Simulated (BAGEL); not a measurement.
# PH3 (SMILES P): a chain of runs

Wanted: the energy (HF/cc-pVDZ), then a single-point energy (NEVPT2(2,2)/cc-pVDZ), then a single-point energy (CASPT2(2,2)/cc-pVDZ) of PH3. 

The calculation is run with BAGEL 1.2.2.

1 further run of the same task is left out (set aside as unsound or not needed).

## 1. Starting point

PH3: 4 atoms, total charge 0, spin state singlet. SMILES: `P`. The shape is that of a PBE0-D4/def2-TZVP optimisation.

Bond lengths: P1–H2 1.420 Å, P1–H3 1.420 Å, P1–H4 1.420 Å. Angles: H2–P1–H3 93.1°, H2–P1–H4 93.1°, H3–P1–H4 93.1°.

## 2. The energy at HF/cc-pVDZ (density fitting with svp-jkfit) (run 1)

hf.json

```json
{ "bagel": [

{
  "title": "molecule",
  "basis": "cc-pvdz.json",
  "df_basis": "svp-jkfit",
  "angstrom": false,
  "geometry": [
    { "atom": "P", "xyz": [     0.65383768,    -0.61700314,    -0.62893298 ] },
    { "atom": "H", "xyz": [     1.19222821,    -0.06425069,     1.94074873 ] },
    { "atom": "H", "xyz": [    -1.90012718,    -1.25289598,    -0.10812446 ] },
    { "atom": "H", "xyz": [     0.05422758,     1.93412713,    -1.20359869 ] }
  ]
},

{
  "title": "hf"
},

{
  "title": "print",
  "file": "orbitals.molden",
  "orbitals": true
}

]}
```

The basis set cc-pVDZ is read from a file made from the Basis Set Exchange's data (not shown).

Launch:

```console
BAGEL_NUM_THREADS=1 BAGEL hf.json > hf.out
```

The log of the run:

```text
* using 1 threads per process

  ===============================================================
  ===============================================================

  *** Geometry ***

  { "atom" : "P", "xyz" : [      0.653838,     -0.617003,     -0.628933 ] },
  { "atom" : "H", "xyz" : [      1.192228,     -0.064251,      1.940749 ] },
  { "atom" : "H", "xyz" : [     -1.900127,     -1.252896,     -0.108124 ] },
  { "atom" : "H", "xyz" : [      0.054228,      1.934127,     -1.203599 ] },

  Number of auxiliary basis functions:      182

  Since a DF basis is specified, we compute 2- and 3-index integrals:
    o Being stored without compression. Storage requirement is 0.002 GB

  Number of basis functions:       33
  Number of electrons      :       18

    * METHOD: MOLECULE                             0.04

  *** RHF ***

  === Nuclear Repulsion ===
    17.5425480648

      * DIIS with orbital gradients will be used.

  === RHF iteration (cc-pvdz.json) ===
      0       -342.44529187          0.01153312           0.00
      1       -342.46765868          0.00402982           0.00
      2       -342.47030555          0.00046500           0.00
      3       -342.47034255          0.00012016           0.00
      4       -342.47034645          0.00001738           0.00
      5       -342.47034654          0.00000256           0.00
      6       -342.47034654          0.00000064           0.00
      7       -342.47034654          0.00000015           0.00
      8       -342.47034654          0.00000002           0.00
      9       -342.47034654          0.00000000           0.00
    * SCF iteration converged.

    * Permanent dipole moment:
           (    0.168985,    -0.159506,    -0.162466) a.u.

    * METHOD: HF                                   0.08

    * METHOD: PRINT                                0.01

  ===============================================================
```

It took 0.28 s on 1 thread of Arm Neoverse N1, shared host.

## 3. The energy at NEVPT2(2,2)/cc-pVDZ (density fitting with svp-jkfit) (run 2)

job.json

```json
{ "bagel": [

{
  "title": "molecule",
  "basis": "cc-pvdz.json",
  "df_basis": "svp-jkfit",
  "geometry": [
    { "atom": "P", "xyz": [  0.65383768, -0.61700314, -0.62893298 ] },
    { "atom": "H", "xyz": [  1.19222821, -0.06425069,  1.94074873 ] },
    { "atom": "H", "xyz": [ -1.90012718, -1.25289598, -0.10812446 ] },
    { "atom": "H", "xyz": [  0.05422758,  1.93412713, -1.20359869 ] }
  ]
},
{ "title": "hf" },
{ "title": "casscf", "nstate": 1, "nact": 2, "nclosed": 8, "nspin": 0, "active": [8, 10], "maxiter": 200, "natocc": "true" },
{
  "title": "nevpt2",
  "nstate": 1,
  "nact": 2,
  "nclosed": 8,
  "nspin": 0,
  "active": [8, 10],
  "maxiter": 200,
  "natocc": "true",
  "ncore": 5
},
{ "title": "print", "file": "orbitals.molden", "orbitals": "true" }

]}
```

The basis set cc-pVDZ is read from a file made from the Basis Set Exchange's data (not shown).

Launch:

```console
BAGEL_NUM_THREADS=1 BAGEL job.json > job.out
```

The log of the run:

```text
* using 1 threads per process

  ===============================================================
  ===============================================================

  *** Geometry ***

  { "atom" : "P", "xyz" : [      0.653838,     -0.617003,     -0.628933 ] },
  { "atom" : "H", "xyz" : [      1.192228,     -0.064251,      1.940749 ] },
  { "atom" : "H", "xyz" : [     -1.900127,     -1.252896,     -0.108124 ] },
  { "atom" : "H", "xyz" : [      0.054228,      1.934127,     -1.203599 ] },

[... 23 lines left out ...]
    * SCF iteration converged.
[... 1 line left out ...]
    * Permanent dipole moment:
[... 27 lines left out ...]
    * Second-order optimization converged. *
[... 9 lines left out ...]
     * ci vector, state   0, <S^2> = 0.0000
[... 3 lines left out ...]
    * METHOD: CASSCF                               0.28

    * freezing 5 orbitals

  === DF-NEVPT2 calculation ===

    * 3-index integral transformation done
    * assembly done

      NEVPT2 correlation energy:   -0.1192535010      0.01

          (+0)     -0.0776394861
          (+0)'    -0.0076831949
          (+1)     -0.0046610284
          (+1)'    -0.0000000000
          (+2)     -0.0004635680
          (-1)     -0.0200975510
          (-1)'     0.0000000000
          (-2)     -0.0087086726

      NEVPT2 total energy:       -342.6042260065

    * METHOD: NEVPT2                               0.02

    * METHOD: PRINT                                0.01

  ===============================================================
```

It took 0.58 s on 1 thread of Arm Neoverse N1, shared host.

## 4. A single-point energy at CASPT2(2,2)/cc-pVDZ (density fitting with svp-jkfit) (run 3)

input.json

```json
{ "bagel" : [

{
  "title" : "molecule",
  "basis" : "cc-pvdz.json",
  "df_basis" : "svp-jkfit",
  "angstrom" : "false",
  "geometry" : [
    { "atom" : "P", "xyz" : [     0.65383768,    -0.61700314,    -0.62893298 ] },
    { "atom" : "H", "xyz" : [     1.19222821,    -0.06425069,     1.94074873 ] },
    { "atom" : "H", "xyz" : [    -1.90012718,    -1.25289598,    -0.10812446 ] },
    { "atom" : "H", "xyz" : [     0.05422758,     1.93412713,    -1.20359869 ] }
  ]
},

{
  "title" : "hf"
},

{
  "title" : "casscf",
  "nstate" : 1,
  "nact" : 2,
  "nclosed" : 8,
  "active" : [8, 10],
  "maxiter" : 200,
  "natocc" : "true"
},

{
  "title" : "print",
  "file" : "orbitals.molden",
  "orbitals" : "true"
},

{
  "title" : "smith",
  "method" : "caspt2",
  "ms" : "true",
  "xms" : "true",
  "sssr" : "true",
  "shift" : 0.2,
  "shift_imag" : "true",
  "ncore" : 5
}

]}
```

The basis set cc-pVDZ is read from a file made from the Basis Set Exchange's data (not shown).

Launch:

```console
BAGEL_NUM_THREADS=1 BAGEL input.json > input.out
```

The log of the run:

```text
* using 1 threads per process

  ===============================================================
  ===============================================================

  *** Geometry ***

  { "atom" : "P", "xyz" : [      0.653838,     -0.617003,     -0.628933 ] },
  { "atom" : "H", "xyz" : [      1.192228,     -0.064251,      1.940749 ] },
  { "atom" : "H", "xyz" : [     -1.900127,     -1.252896,     -0.108124 ] },
  { "atom" : "H", "xyz" : [      0.054228,      1.934127,     -1.203599 ] },

[... 25 lines left out ...]
    * Permanent dipole moment:
[... 37 lines left out ...]
     * ci vector, state   0, <S^2> = 0.0000
[... 21 lines left out ...]
       #      aibj      arbs      arbi      airj      risj      airs      arst      rist         Etot      error   time
[... 10 lines left out ...]
      ------------------------------------------------------------------------------------------------------------------

    * CASPT2 energy : state  0     -342.6084476418
        w/o shift correction       -342.6074447669
        reference weight              0.9490049170

    * METHOD: SMITH                                0.09

  ===============================================================
```

Wall time 0.64 s (1 thread of Arm Neoverse N1, shared host).

## 5. Results

| quantity | value |
| --- | --- |
| run 1, HF/cc-pVDZ: total energy | -342.47035 Eh |
| run 1, HF/cc-pVDZ: dipole moment | 0.72 D |
| run 1, HF/cc-pVDZ: HOMO energy | -10.54 eV |
| run 1, HF/cc-pVDZ: LUMO energy | 4.68 eV |
| run 1, HF/cc-pVDZ: HOMO–LUMO gap | 15.22 eV |
| run 2, NEVPT2(2,2)/cc-pVDZ: total energy | -342.60423 Eh |
| run 3, CASPT2(2,2)/cc-pVDZ: total energy | -342.60845 Eh |
